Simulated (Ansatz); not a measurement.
Basis-set extrapolation for `ClC1=CC1Cl` (PBE0-D4/def2-TZVP geometry, frozen core, the Gaussian-basis code of Ansatz). Multiplicity 1, RHF reference.

```
                       def2-TZVPP    def2-QZVPP
                 HF  -1033.731628  -1033.761865
    MP2 correlation     -0.848319     -0.917396
CCSD(T) correlation     -0.930138       not run
```

Energies in hartree. Use E(X) = E(∞) + A·exp(−7.88·√X) for Hartree–Fock and E(X) = E(∞) + B·X^(−2.97) for correlation, with X = 3 and 4, and add CCSD(T) minus MP2 of the smaller set to the MP2 limit.

Task: What is the CCSD(T) energy at the basis-set limit?

Result: HF limit: -1033.761865 + (-0.030237) × 0.13774 = -1033.76603. MP2 limit: -0.917396 + (-0.069077) × 0.74074 = -0.96856. Higher-order term: -0.930138 − (-0.848319) = -0.08182. Total: -1034.81641 hartree, 97.0 kcal/mol below CCSD(T)/def2-TZVPP.
